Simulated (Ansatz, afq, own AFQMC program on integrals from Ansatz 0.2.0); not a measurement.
## Where AFQMC and coupled cluster stand for BH4, doublet

```xyz
5

B     0.0000    0.0000    0.0000
H     0.4147    0.8125    0.8107
H    -0.4243   -0.8077    0.8105
H    -0.4128    0.8086   -0.8154
H     0.4225   -0.8134   -0.8057
```

Basis 6-31G. Only valence electrons are correlated. Integrals, coupled cluster, full CI and functionals: Ansatz 0.2.0; the random walks run on the same integrals in our own AFQMC program. The CISD trial takes its coefficients from CCSD amplitudes. Released means that phaseless walkers are propagated on without the constraint, phases kept. Free AFQMC starts from the CCSD state and is never constrained. Its projection time is finite, and what remains of the start isn't in its error. Error bars are statistical, one sigma.

Determinant: UHF, the one that the program's search chose, which needn't be the lowest solution. The geometry is a point of a scan.

Full CI on the same integrals is exact in this basis and with this determinant's frozen core.

Cautions: the released energies have errors that jump between times, so the bars are unsure, so no released level is given (meV from the phaseless value at times in 1/Eh: 5 ± 6 at 0.24, -2.8 ± 0.6 at 0.51, 3 ± 7 at 0.99, -4.9 ± 0.6 at 1.62, -2.6 ± 0.7 at 2.40).

The T1 diagnostic is 0.0129. The weight of the determinant in the CISD state is 0.939, the ⟨S²⟩ of the determinant is 0.763 and the size of the correlated space is 7 electrons in 16 orbitals.

| level | correlation energy (eV) |
| --- | --- |
| MP2 | -1.8918 |
| CCSD | -2.5267 |
| CCSD(T) | -2.5706 |

Question: Estimate where phaseless AFQMC with the Hartree–Fock trial lies against CCSD(T) on the same integrals.

Answer: 0.52 ± 0.35 kcal/mol above CCSD(T). The gap is under twice the noise, so this walk alone can't tell the two apart.

Reference: full CI, correlation energy -2.587 eV.

| level | E − E(reference) (kcal/mol) | share of correlation (%) |
| --- | --- | --- |
| CCSD(T) | 0.38 | 99.37 |
| CCSDT | 0.04 | 99.94 |
| CCSDT(Q) | 0.01 | 99.99 |
| CCSDTQ | 0.00 | 100.00 |
| ph-AFQMC/HF | 0.90 ± 0.35 | 98.50 |
| ph-AFQMC/CISD | 0.13 ± 0.02 | 99.79 |
| free AFQMC | 0.00 ± 0.01 | 100.01 |

CCSDT and higher add their correlation energy to the determinant of the CCSD(T) run, since their own runs factorise the integrals more tightly (a shift of under 2 meV). Free projections are given only where their last times agree within the noise and don't stop above the reference; a slow remainder of the start can still hide under it. A walk keeps the symmetry of its determinant, which the program's search chose and which needn't be the lowest solution, so a lower state of the same spin and another symmetry isn't excluded.
